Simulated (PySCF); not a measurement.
**PH3S (SMILES [PH3]=S) at 6 levels**

We compute a comparison of 6 runs (B3LYP/STO-6G, PBE0/STO-6G, r2SCAN/STO-6G, MP2/STO-6G, CISD/STO-6G, CCSD(T)/STO-6G) of PH3S. Input form: a Python script.

The results are computed with PySCF 2.14.0.

11 further runs of the same task are left out: 1 that didn't finish, 10 set aside as unsound or not needed.

## 1. The structure to begin with

PH3S has 5 atoms, charge 0, and is taken as a singlet. As SMILES, `[PH3]=S`. The P1–H5 distance was set to 2.510 Å, away from the relaxed value. At this shape a bond of the SMILES string is far longer than usual.

Bond lengths: P1–S2 1.914 Å, P1–H3 1.394 Å, P1–H4 1.394 Å. Angles: S2–P1–H3 118.2°, S2–P1–H4 118.2°, H3–P1–H4 99.6°.

## 2. The energy at B3LYP/STO-6G (run 1)

File input.py:

```python
from pyscf import gto, dft

mol = gto.Mole()
mol.atom = '''
P       -0.329501      -0.941754       0.513188
S        0.924269      -1.876294       1.616788
H       -1.504261      -0.473224       1.100068
H       -0.869891      -1.611734      -0.583662
H        0.429710       1.162380      -0.624270
'''
mol.spin = 0
mol.verbose = 3
mol.basis = 'sto-6g'
mol.charge = 0
mol.max_memory = 1860
mol.build()

mf = dft.RKS(mol)
mf.xc = 'b3lyp'
mf.conv_tol = 1e-10
mf.grids.level = 5
mf.kernel()
if not mf.converged:
    mf = mf.newton().run(mf.mo_coeff, mf.mo_occ)

e_tot = mf.e_tot
print('E(%s) = %.9f' % ('B3LYP', e_tot))
```

Run with:

```bash
OMP_NUM_THREADS=1 python input.py
```

Standard output:

```text
converged SCF energy = -738.522002809836
E(B3LYP) = -738.522002810
```

It took 3.9 s on 1 thread of Arm Neoverse V2, shared host; peak memory 0.2 GiB.

## 3. A single-point energy at PBE0/STO-6G (run 2)

File run.py:

```python
from pyscf import gto, dft

mol = gto.M(
    atom=[
    ('P', (-0.329501, -0.941754, 0.513188)),
    ('S', (0.924269, -1.876294, 1.616788)),
    ('H', (-1.504261, -0.473224, 1.100068)),
    ('H', (-0.869891, -1.611734, -0.583662)),
    ('H', (0.429710, 1.162380, -0.624270)),
],
    basis='sto-6g',
    verbose=3,
    max_memory=1860,
)

ks = dft.RKS(mol, xc='pbe0')
ks.conv_tol = 1e-10
ks.grids.level = 5
ks.kernel()
if not ks.converged:
    ks = ks.newton().run(ks.mo_coeff, ks.mo_occ)

e_final = ks.e_tot
print(f'total energy: {e_final:.8f} hartree')
```

Run with:

```bash
OMP_NUM_THREADS=1 python run.py
```

Standard output:

```text
converged SCF energy = -738.243572559677
total energy: -738.24357256 hartree
```

Run time: 3.6 s. Hardware: 1 thread of Arm Neoverse V2, shared host; peak memory 0.2 GiB.

Runs 3 to 4 aren't shown in full; the table further down has their settings and results.

## 4. A single-point energy at CISD/STO-6G (run 5)

File job.py:

```python
from pyscf import gto, ci

mol = gto.M(
    atom='''
P   -0.329501  -0.941754   0.513188
S    0.924269  -1.876294   1.616788
H   -1.504261  -0.473224   1.100068
H   -0.869891  -1.611734  -0.583662
H    0.429710   1.162380  -0.624270
''',
    max_memory=1860,
    basis='sto-6g',
    verbose=3,
)

myscf = mol.RHF()
myscf.conv_tol = 1e-10
myscf.kernel()
if not myscf.converged:
    myscf = myscf.newton().run(myscf.mo_coeff, myscf.mo_occ)

cisd = ci.CISD(myscf, frozen=10)
cisd.kernel()
e_tot = cisd.e_tot
print('Final energy', e_tot)
```

Run with:

```bash
OMP_NUM_THREADS=1 python job.py
```

Standard output:

```text
converged SCF energy = -737.159280778637
E(RCISD) = -737.3326821171426  E_corr = -0.1734013385055726
Final energy -737.3326821171426
```

Wall time 0.8 s (1 thread of Arm Neoverse V2, shared host); peak memory 0.12 GiB.

## 5. A single-point energy at CCSD(T)/STO-6G (run 6)

File start.xyz:

```xyz
5

P     -0.329501    -0.941754     0.513188
S      0.924269    -1.876294     1.616788
H     -1.504261    -0.473224     1.100068
H     -0.869891    -1.611734    -0.583662
H      0.429710     1.162380    -0.624270
```

File job.py:

```python
from pyscf import gto, scf, cc

mol = gto.Mole()
mol.atom = 'start.xyz'
mol.spin = 0
mol.basis = 'sto-6g'
mol.max_memory = 1860
mol.verbose = 3
mol.charge = 0
mol.build()

mf = scf.RHF(mol)
mf.conv_tol = 1e-10
mf.kernel()
if not mf.converged:
    mf = mf.newton().run(mf.mo_coeff, mf.mo_occ)

mycc = cc.CCSD(mf, frozen=10)
mycc.kernel()
e_t = mycc.ccsd_t()
e_tot = mycc.e_tot + e_t
print('E(%s) = %.9f' % ('CCSD(T)', e_tot))
```

Run with:

```bash
OMP_NUM_THREADS=1 python job.py
```

Standard output:

```text
converged SCF energy = -737.159280778637
E(CCSD) = -737.3506036362741  E_corr = -0.1913228576370744
CCSD(T) correction = -0.0142963384814284
E(CCSD(T)) = -737.364899975
```

Run time: 0.8 s. Hardware: 1 thread of Arm Neoverse V2, shared host; peak memory 0.1 GiB.

## 6. Overview of the runs

```csv
run,level,integration grid,frozen core orbitals,energy (Eh),dipole moment (D) of the reference,HOMO energy (eV),LUMO energy (eV),wall time
1,B3LYP/STO-6G,5,–,-738.522003,2.13,-2.71,0.00,3.9 s
2,PBE0/STO-6G,5,–,-738.243573,2.22,-2.79,0.20,3.6 s
3,r2SCAN/STO-6G,5,–,-738.496955,2.16,-2.24,-0.45,5.4 s
4,MP2/STO-6G,–,10,-737.293577,2.62,-4.36,2.88,0.78 s
5,CISD/STO-6G,–,10,-737.332682,2.62,-4.36,2.88,0.8 s
6,CCSD(T)/STO-6G,–,10,-737.364900,2.62,-4.36,2.88,0.8 s
```

## 7. Outcome

```
                                           quantity          value
                                run 6: total energy  -737.36490 Eh
        run 6: dipole moment (Hartree–Fock density)         2.62 D
         run 6: HOMO energy (Hartree–Fock orbitals)       -4.36 eV
         run 6: LUMO energy (Hartree–Fock orbitals)        2.88 eV
       run 6: HOMO–LUMO gap (Hartree–Fock orbitals)        7.24 eV
run 6: correlation energy (10 core orbitals frozen)     -205.6 mEh
                              run 6: (T) correction     -14.30 mEh
                               run 6: T1 diagnostic          0.039
```

In words: Over runs 1, 2, 3 the dipole moment (its size) runs from 2.13 D (B3LYP/STO-6G) to 2.22 D (PBE0/STO-6G). Over runs 1, 2, 3 the HOMO–LUMO gap runs from 1.79 eV (r2SCAN/STO-6G) to 2.99 eV (PBE0/STO-6G). Totals of different functionals can't be ranked against each other. In run 6 the T1 diagnostic is large, so a single reference may not serve. In runs 1, 2, 3, 4, 5, 6 the basis is minimal, so the values are rough. In runs 1, 2, 3, 4, 5, 6 a closed-shell determinant meets a far-stretched bond, which it describes badly. All runs together took 15 s, the longest 5.4 s.
